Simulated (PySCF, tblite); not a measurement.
# boranyloxyborane (B₂H₄O): isotopologues and vibrational averages

Aim: rotational constants, zero-point energies and shieldings of isotopologues of boranyloxyborane (B₂H₄O) (`BOB`).

Computed with tblite 0.8.0 (tight binding) and PySCF 2.14.0 (DFT, with response routines of our own); each step states its level. Atoms count from 0 throughout.

## 1. The molecule as given

7 atoms, charge 0, multiplicity 1; geometry from: force field or distance geometry start.

Bonds of the start (Å): B0–H3 1.23, B0–H4 1.20, B0–O1 1.39, B2–H5 1.17, B2–H6 1.21, O1–B2 1.49.

## 2. GFN2-xTB relaxation, lowest of a short conformer search

The job: settings as JSON, then the geometry in Å.

```
{"job": {"xc": "GFN2-xTB", "basis": "xTB", "kind": "relax"}, "charge": 0, "multiplicity": 1}
B     -1.122500     0.267900     0.180400
O     -0.006400     0.052000     0.979700
B      1.194300    -0.362400     0.192900
H     -1.070100     1.181100    -0.645800
H     -1.883400    -0.629700    -0.028100
H      1.952000     0.505400     0.017500
H      0.949500    -0.994700    -0.805100
```

Command:

```
$ OMP_NUM_THREADS=1 python ens_run.py task.json out
```

This one command runs the whole study; its stages follow in the order run.

Standard output:

```text
step      E/eV     max force
  0    -233.67366    3.776
  1    -234.04940    2.460
  2    -234.19649    6.000
  3    -234.41976    0.948
  4    -234.49055    0.866
  5    -234.64480    0.814
  6    -234.70409    1.000
  7    -234.81163    1.305
  8    -234.92445    1.299
  9    -235.07628    1.368
 10    -235.19474    1.412
 11    -235.34367    1.222
 12    -235.45164    0.825
 13    -235.52344    0.920
 14    -235.57947    0.878
 15    -235.62844    0.700
 16    -235.64809    0.538
 17    -235.67067    0.404
 18    -235.68633    0.345
 19    -235.71186    0.335
 20    -235.72530    0.315
 21    -235.73281    0.223
 22    -235.73671    0.214
 23    -235.73999    0.150
 24    -235.74119    0.092
 25    -235.74175    0.065
 26    -235.74207    0.064
 27    -235.74261    0.077
 28    -235.74339    0.106
 29    -235.74438    0.107
 30    -235.74526    0.095
 31    -235.74591    0.094
 32    -235.74639    0.091
 33    -235.74681    0.073
 34    -235.74706    0.037
 35    -235.74713    0.015
 36    -235.74714    0.008
 37    -235.74715    0.006
 38    -235.74715    0.004
```

It took 0.08 s on 1 thread of Arm Neoverse V2, shared host.

The energy fell by 2.073 eV, and the atoms moved 0.67 Å (root mean square).

## 3. Tight optimisation and Hessian

The job: settings as JSON, then the geometry in Å.

```
{"job": {"xc": "PBE0", "basis": "pcSseg-1", "grid": 2, "temperatures": [100, 1000], "kind": "geom"}, "charge": 0, "multiplicity": 1}
B     -1.256680     0.301136     0.035989
O      0.002080     0.003241    -0.013920
B      1.260575    -0.295312    -0.066319
H     -1.656497     1.238699    -0.559184
H     -1.987698    -0.369488     0.675592
H      2.000903     0.162031     0.731099
H      1.650650    -1.020690    -0.911568
```

Standard output:

```text
step   0  E = -3461.2470682 eV  max force = 1.50012
step   1  E = -3461.3364137 eV  max force = 0.07377
step   2  E = -3461.3365768 eV  max force = 0.00194
step   3  E = -3461.3365780 eV  max force = 0.00032
step   4  E = -3461.3365780 eV  max force = 0.00032
step   5  E = -3461.3365781 eV  max force = 0.00005
harmonic wavenumbers (cm-1): 162.0 162.1 455.5 969.2 996.6 996.7 1034.5 1034.5 1237.3 1305.6 1598.4 2570.3 2590.6 2670.9 2671.0
```

It took 65 s on 1 thread of Arm Neoverse V2, shared host; peak memory 0.44 GiB.

## 4. Displacements along the modes, parent

The job: settings as JSON, then the geometry in Å.

```
{"job": {"xc": "PBE0", "basis": "pcSseg-1", "grid": 2, "temperatures": [100, 1000], "kind": "vib", "mass_numbers": [11, 16, 11, 1, 1, 1, 1]}, "charge": 0, "multiplicity": 1}
B     -1.291970     0.309434     0.037348
O      0.001889     0.002731    -0.015471
B      1.295780    -0.303839    -0.068285
H     -1.677408     1.267201    -0.572645
H     -2.017410    -0.385040     0.692641
H      2.029743     0.172963     0.751430
H      1.672711    -1.043832    -0.933328
```

Standard output:

```text
mode    cm-1    km/mol   phi_rrr   E(+)/cm-1  E(-)/cm-1
  1    161.99     1.50      -0.6      30.63      30.73
  2    162.11     1.50      -0.4      30.68      30.73
  3    455.47     0.00      -0.5      84.30      84.34
  4    969.20     0.00     145.2     179.80     169.34
  5    996.65    54.76       0.2     180.06     179.95
  6    996.67    54.77      -0.0     180.01     180.00
  7   1034.49    50.66       0.0     186.97     186.95
  8   1034.51    50.66      -0.0     187.03     186.90
  9   1237.28    61.69       0.1     222.87     222.86
 10   1305.61     0.00     -76.3     232.43     237.93
 11   1598.43   586.45      -0.1     288.29     288.29
 12   2570.34   243.60       8.5     463.81     463.20
 13   2590.63     0.00    -716.7     441.52     493.07
 14   2670.93   152.01       0.6     483.17     483.08
 15   2670.95   152.02       3.3     483.24     483.01
```

Run time: 62 s. Hardware: 1 thread of Arm Neoverse V2, shared host; peak memory 0.38 GiB.

## 5. Displacements along the modes, 2H at atom 3

The job: settings as JSON, then the geometry in Å.

```
{"job": {"xc": "PBE0", "basis": "pcSseg-1", "grid": 2, "temperatures": [100, 1000], "kind": "vib", "mass_numbers": [11, 16, 11, 2, 1, 1, 1]}, "charge": 0, "multiplicity": 1}
B     -1.291970     0.309434     0.037348
O      0.001889     0.002731    -0.015471
B      1.295780    -0.303839    -0.068285
H     -1.677408     1.267201    -0.572645
H     -2.017410    -0.385040     0.692641
H      2.029743     0.172963     0.751430
H      1.672711    -1.043832    -0.933328
```

Standard output:

```text
mode    cm-1    km/mol   phi_rrr   E(+)/cm-1  E(-)/cm-1
  1    156.17     1.33      -0.9      29.54      29.60
  2    159.18     1.40      -0.5      30.30      30.41
  3    417.73     0.17       0.3      77.66      77.62
  4    802.77    22.43      58.1     146.85     142.67
  5    939.35    51.84       0.2     170.07     169.95
  6    974.81    12.21     125.8     180.11     171.05
  7    996.89    44.24       0.2     180.15     180.03
  8   1034.25    58.27       1.2     186.98     186.90
  9   1168.07    43.75       5.8     210.91     210.49
 10   1283.45    12.99     -73.2     228.63     233.90
 11   1593.40   553.15     -25.0     286.46     288.26
 12   1935.92   129.88     949.1     384.76     316.61
 13   2579.64   140.55    -997.8     430.33     502.05
 14   2630.70   117.52    1507.2     531.82     423.68
 15   2670.93   152.02      -0.6     483.09     483.18
```

It took 62 s on 1 thread of Arm Neoverse V2, shared host; peak memory 0.38 GiB.

## 6. Displacements along the modes, 10B at atom 0

The job: settings as JSON, then the geometry in Å.

```
{"job": {"xc": "PBE0", "basis": "pcSseg-1", "grid": 2, "temperatures": [100, 1000], "kind": "vib", "mass_numbers": [10, 16, 11, 1, 1, 1, 1]}, "charge": 0, "multiplicity": 1}
B     -1.291970     0.309434     0.037348
O      0.001889     0.002731    -0.015471
B      1.295780    -0.303839    -0.068285
H     -1.677408     1.267201    -0.572645
H     -2.017410    -0.385040     0.692641
H      2.029743     0.172963     0.751430
H      1.672711    -1.043832    -0.933328
```

Standard output:

```text
mode    cm-1    km/mol   phi_rrr   E(+)/cm-1  E(-)/cm-1
  1    162.67     1.50      -0.3      30.92      30.94
  2    163.02     1.51      -0.9      30.91      31.02
  3    455.47     0.00      -0.5      84.30      84.34
  4    982.81     0.20     139.6     182.04     171.99
  5    996.69    53.12       0.2     180.10     179.98
  6   1005.84    59.33      -0.0     181.67     181.66
  7   1034.65    46.70       0.0     187.00     186.99
  8   1047.78    54.12      -0.0     189.43     189.31
  9   1238.50    58.28      -5.2     222.90     223.27
 10   1316.42     0.27     -83.2     234.13     240.12
 11   1614.71   600.23     -57.4     289.17     293.30
 12   2572.37   246.76    -280.9     453.85     474.05
 13   2594.09     5.62     735.9     494.44     441.51
 14   2670.93   152.02       0.6     483.18     483.09
 15   2687.27   157.05       2.9     486.20     485.99
```

It took 62 s on 1 thread of Arm Neoverse V2, shared host; peak memory 0.44 GiB.

## 7. Displacements along the modes, 2H at atom 3, 2H at atom 4, 2H at atom 5, 2H at atom 6

The job: settings as JSON, then the geometry in Å.

```
{"job": {"xc": "PBE0", "basis": "pcSseg-1", "grid": 2, "temperatures": [100, 1000], "kind": "vib", "mass_numbers": [11, 16, 11, 2, 2, 2, 2]}, "charge": 0, "multiplicity": 1}
B     -1.291970     0.309434     0.037348
O      0.001889     0.002731    -0.015471
B      1.295780    -0.303839    -0.068285
H     -1.677408     1.267201    -0.572645
H     -2.017410    -0.385040     0.692641
H      2.029743     0.172963     0.751430
H      1.672711    -1.043832    -0.933328
```

Standard output:

```text
mode    cm-1    km/mol   phi_rrr   E(+)/cm-1  E(-)/cm-1
  1    145.06     1.03      -0.6      27.28      27.37
  2    145.16     1.03       0.2      27.36      27.33
  3    322.19     0.00      -0.3      59.15      59.17
  4    775.30     0.00     -21.6     138.81     140.36
  5    784.92    21.99       0.0     141.39     141.44
  6    784.94    21.99       0.3     141.45     141.39
  7    825.83    47.99       0.0     148.99     149.01
  8    825.84    47.98       0.1     149.04     148.96
  9    905.87    31.19       0.1     163.14     163.14
 10   1122.15     0.00     140.1     207.17     197.08
 11   1573.54   429.96       0.1     283.69     283.68
 12   1867.94   331.97       2.9     336.69     336.49
 13   1885.46     0.00    -415.2     324.92     354.80
 14   2004.95   102.45       0.2     362.22     362.17
 15   2004.97   102.45       0.8     362.22     362.17
```

It took 62 s on 1 thread of Arm Neoverse V2, shared host; peak memory 0.44 GiB.

## 8. Displacements along the modes, 18O at atom 1

The job: settings as JSON, then the geometry in Å.

```
{"job": {"xc": "PBE0", "basis": "pcSseg-1", "grid": 2, "temperatures": [100, 1000], "kind": "vib", "mass_numbers": [11, 18, 11, 1, 1, 1, 1]}, "charge": 0, "multiplicity": 1}
B     -1.291970     0.309434     0.037348
O      0.001889     0.002731    -0.015471
B      1.295780    -0.303839    -0.068285
H     -1.677408     1.267201    -0.572645
H     -2.017410    -0.385040     0.692641
H      2.029743     0.172963     0.751430
H      1.672711    -1.043832    -0.933328
```

Standard output:

```text
mode    cm-1    km/mol   phi_rrr   E(+)/cm-1  E(-)/cm-1
  1    157.04     1.42      -0.6      29.65      29.74
  2    157.15     1.42      -0.4      29.70      29.74
  3    455.47     0.00      -0.5      84.30      84.34
  4    969.20     0.00    -145.2     169.34     179.80
  5    992.36    57.12       0.2     179.31     179.20
  6    992.38    57.13      -0.0     179.26     179.26
  7   1034.10    47.00       0.0     186.89     186.86
  8   1034.13    47.00      -0.0     186.95     186.82
  9   1235.06    52.32       0.1     222.47     222.46
 10   1305.61     0.00     -76.3     232.43     237.93
 11   1545.07   562.18      -0.1     278.65     278.65
 12   2570.34   243.99       8.5     463.81     463.20
 13   2590.63     0.00    -716.7     441.52     493.07
 14   2670.93   152.01       0.6     483.17     483.08
 15   2670.95   152.02       3.3     483.24     483.01
```

Run time: 63 s. Hardware: 1 thread of Arm Neoverse V2, shared host; peak memory 0.44 GiB.

## 9. Displacements along the modes, 10B at atom 0, 2H at atom 3

The job: settings as JSON, then the geometry in Å.

```
{"job": {"xc": "PBE0", "basis": "pcSseg-1", "grid": 2, "temperatures": [100, 1000], "kind": "vib", "mass_numbers": [10, 16, 11, 2, 1, 1, 1]}, "charge": 0, "multiplicity": 1}
B     -1.291970     0.309434     0.037348
O      0.001889     0.002731    -0.015471
B      1.295780    -0.303839    -0.068285
H     -1.677408     1.267201    -0.572645
H     -2.017410    -0.385040     0.692641
H      2.029743     0.172963     0.751430
H      1.672711    -1.043832    -0.933328
```

Standard output:

```text
mode    cm-1    km/mol   phi_rrr   E(+)/cm-1  E(-)/cm-1
  1    156.49     1.33      -0.9      29.61      29.67
  2    159.93     1.40       0.6      30.53      30.43
  3    418.08     0.17      -0.3      77.68      77.72
  4    809.25    22.44     -57.0     143.87     147.97
  5    953.85    55.05       0.2     172.65     172.55
  6    988.30    14.24     121.1     182.38     173.66
  7    996.92    42.86       0.2     180.16     180.03
  8   1034.28    57.38      -1.8     186.89     187.01
  9   1175.79    40.32      -5.8     211.82     212.23
 10   1289.76    14.97     -80.0     229.51     235.27
 11   1607.18   554.28     -20.2     289.11     290.57
 12   1953.01   148.60     946.5     387.74     319.77
 13   2579.81   136.63   -1007.1     430.05     502.44
 14   2642.48   127.20    1526.4     534.70     425.18
 15   2670.93   152.03      -0.6     483.09     483.18
```

It took 63 s on 1 thread of Arm Neoverse V2, shared host; peak memory 0.44 GiB.

## 10. Displacements along the modes, 10B at atom 0, 10B at atom 2

The job: settings as JSON, then the geometry in Å.

```
{"job": {"xc": "PBE0", "basis": "pcSseg-1", "grid": 2, "temperatures": [100, 1000], "kind": "vib", "mass_numbers": [10, 16, 10, 1, 1, 1, 1]}, "charge": 0, "multiplicity": 1}
B     -1.291970     0.309434     0.037348
O      0.001889     0.002731    -0.015471
B      1.295780    -0.303839    -0.068285
H     -1.677408     1.267201    -0.572645
H     -2.017410    -0.385040     0.692641
H      2.029743     0.172963     0.751430
H      1.672711    -1.043832    -0.933328
```

Standard output:

```text
mode    cm-1    km/mol   phi_rrr   E(+)/cm-1  E(-)/cm-1
  1    163.58     1.51      -0.6      30.95      31.04
  2    163.69     1.51      -0.4      31.00      31.04
  3    455.47     0.00      -0.5      84.30      84.34
  4    996.12     0.00    -132.5     174.64     184.17
  5   1005.91    56.09       0.2     181.71     181.60
  6   1005.93    56.10       0.2     181.67     181.64
  7   1047.86    51.75       0.0     189.38     189.35
  8   1047.89    51.75      -0.0     189.43     189.30
  9   1239.88    54.83      -0.1     223.33     223.34
 10   1328.86     0.00     -90.3     236.12     242.62
 11   1629.38   614.99      -0.1     293.88     293.89
 12   2575.15   261.19       7.8     464.66     464.09
 13   2596.80     0.00    -717.2     442.61     494.21
 14   2687.25   157.04       0.5     486.14     486.05
 15   2687.27   157.06       2.9     486.20     485.99
```

Run time: 62 s. Hardware: 1 thread of Arm Neoverse V2, shared host; peak memory 0.44 GiB.

## 11. Vibrational averages by isotopologue

The job: settings as JSON, then the geometry in Å.

```
{"job": {"xc": "PBE0", "basis": "pcSseg-1", "grid": 2, "temperatures": [100, 1000], "kind": "iso"}, "charge": 0, "multiplicity": 1}
B     -1.291970     0.309434     0.037348
O      0.001889     0.002731    -0.015471
B      1.295780    -0.303839    -0.068285
H     -1.677408     1.267201    -0.572645
H     -2.017410    -0.385040     0.692641
H      2.029743     0.172963     0.751430
H      1.672711    -1.043832    -0.933328
```

Standard output:

```text
parent
  Be/MHz 112776.222 9054.028 9054.007
  B0/MHz 111889.132 9027.439 9027.554
  ZPE/cm-1 10227.6
  <sigma>(0 K)/ppm 55.650 -17.378 55.649 25.469 25.469 25.469 25.469
2H at atom 3
  Be/MHz 91858.842 8501.55 8358.078
  B0/MHz 91286.052 8478.691 8330.513
  ZPE/cm-1 9671.6
  <sigma>(0 K)/ppm 55.753 -17.261 55.679 25.554 25.487 25.469 25.469
10B at atom 0
  Be/MHz 112776.222 9356.997 9356.974
  B0/MHz 111883.557 9328.396 9328.526
  ZPE/cm-1 10271.6
  <sigma>(0 K)/ppm 55.627 -17.451 55.644 25.467 25.466 25.469 25.469
2H at atom 3, 2H at atom 4, 2H at atom 5, 2H at atom 6
  Be/MHz 56431.458 6959.508 6959.483
  B0/MHz 56103.368 6939.241 6939.339
  ZPE/cm-1 7987.1
  <sigma>(0 K)/ppm 55.914 -16.897 55.913 25.576 25.576 25.576 25.576
18O at atom 1
  Be/MHz 112776.222 9054.028 9054.007
  B0/MHz 111884.244 9026.494 9026.609
  ZPE/cm-1 10190.2
  <sigma>(0 K)/ppm 55.684 -17.340 55.683 25.470 25.470 25.470 25.470
10B at atom 0, 2H at atom 3
  Be/MHz 91949.134 8749.233 8598.144
  B0/MHz 91373.4 8724.817 8568.714
  ZPE/cm-1 9718.0
  <sigma>(0 K)/ppm 55.730 -17.335 55.674 25.551 25.484 25.469 25.469
10B at atom 0, 10B at atom 2
  Be/MHz 112776.222 9665.085 9665.06
  B0/MHz 111880.452 9634.362 9634.493
  ZPE/cm-1 10315.5
  <sigma>(0 K)/ppm 55.621 -17.521 55.620 25.467 25.466 25.466 25.466
```

Wall time 8.4 min (1 thread of Arm Neoverse V2, shared host); peak memory 0.44 GiB. This counts the whole study up to here.

Rotational constants (MHz) at equilibrium and in the ground state:

```csv
isotopologue,Be,B0,zero-point change (cm⁻¹)
parent,"112776.2, 9054.0, 9054.0","111889.1, 9027.4, 9027.6",0.0
2H at atom 3,"91858.8, 8501.5, 8358.1","91286.1, 8478.7, 8330.5",-556.0
10B at atom 0,"112776.2, 9357.0, 9357.0","111883.6, 9328.4, 9328.5",44.0
"2H at atom 3, 2H at atom 4, 2H at atom 5, 2H at atom 6","56431.5, 6959.5, 6959.5","56103.4, 6939.2, 6939.3",-2240.6
18O at atom 1,"112776.2, 9054.0, 9054.0","111884.2, 9026.5, 9026.6",-37.4
"10B at atom 0, 2H at atom 3","91949.1, 8749.2, 8598.1","91373.4, 8724.8, 8568.7",-509.6
"10B at atom 0, 10B at atom 2","112776.2, 9665.1, 9665.1","111880.5, 9634.4, 9634.5",87.9
```

Shieldings of the first species (ppm): at equilibrium, the vibrational parts at 0 K, and the averages:

```csv
atom,equilibrium,anharmonic,harmonic,0 K,100 K,1000 K
B0,57.73,-0.09,-1.99,55.65,55.49,49.36
O1,-12.01,0.40,-5.77,-17.38,-17.39,-17.73
B2,57.73,-0.09,-1.99,55.65,55.49,49.37
H3,25.91,-0.07,-0.38,25.47,25.46,25.17
H4,25.91,-0.07,-0.38,25.47,25.46,25.17
H5,25.91,-0.07,-0.38,25.47,25.46,25.17
H6,25.91,-0.07,-0.38,25.47,25.46,25.17
```

Isotope effects on the shieldings at 0 K (ppb; positive means more shielded):

```csv
atom,2H at atom 3,10B at atom 0,"2H at atom 3, 2H at atom 4, 2H at atom 5, 2H at atom 6",18O at atom 1,"10B at atom 0, 2H at atom 3","10B at atom 0, 10B at atom 2"
B0,103,-23,264,34,80,-29
O1,117,-73,482,38,43,-143
B2,30,-5,264,34,25,-29
H3,84,-3,107,1,82,-3
H4,18,-3,107,1,15,-3
H5,0,0,107,1,0,-3
H6,0,0,107,1,0,-3
```

## 12. Outcome

```
                  quantity                         value
               point group                           D2d
   B0 of the first species  111889.1, 9027.4, 9027.6 MHz
         zero-point energy                    10228 cm⁻¹
zero-point change of σ(O1)                     -5.37 ppm
```

**Reading.** Zero-point motion changes the shielding of O1 most, by -5.37 ppm. The largest secondary isotope effect is 482 ppb on O1, 2 bonds from the change (2H at atom 3, 2H at atom 4, 2H at atom 5, 2H at atom 6). The job flags a low mode; perturbation theory is less sure for low modes. Internal rotors are held in one well.
